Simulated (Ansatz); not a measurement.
System: bcc Mo. Method: r²SCAN+rVV10 (PAW; Ansatz, an electronic-structure program).

Settings: plane-wave cutoff 560 eV, 24×24×24 k mesh, Fermi–Dirac smearing 0.05 eV, no spin polarisation, scalar-relativistic PAW data made under PBE.

Energies at three volumes about the minimum:

```json
[
 {"V (Å³/atom)": "15.224", "E − E_lowest (meV/atom)": "5.58"},
 {"V (Å³/atom)": "15.535", "E − E_lowest (meV/atom)": "0.00"},
 {"V (Å³/atom)": "15.845", "E − E_lowest (meV/atom)": "5.16"}
]
```

Task: Fit a parabola by hand: where is the minimum, what lattice constant follows, and what is the bulk modulus?

Result: Slopes: (0.00 − 5.58)/(15.535 − 15.224) = -17.942 and (5.16 − 0.00)/(15.845 − 15.535) = 16.645 meV/Å³. Curvature E″ = 2 × (16.645 − (-17.942))/(15.845 − 15.224) = 111.391 meV/Å⁶. From the middle of the first interval, the slope vanishes at V0 = 15.3795 − (-17.942)/111.391 = 15.541 Å³/atom. B = V0 E″ = 15.541 × 111.391 meV/Å³ × 0.1602 GPa per meV/Å³ = 277 GPa. With 2 atoms in the cube, a = (2 × 15.541)^(1/3) = 3.144 Å. The full Birch–Murnaghan fit to all volumes gives V0 = 15.535 Å³/atom and B0 = 277 GPa.

Measured, for comparison: bulk modulus 265 GPa (zero-point energy and finite temperature contributions removed, sources range from 265 to 278; as tabulated in doi:10.1021/acs.jctc.3c00612); lattice constant a 3.141 Å (static lattice: zero-point anharmonic expansion removed; as tabulated in Mejia-Rodriguez and Trickey (2018), arXiv:1807.09216). Computed less measured: bulk modulus +4.5 % (inside the range of the sources held).
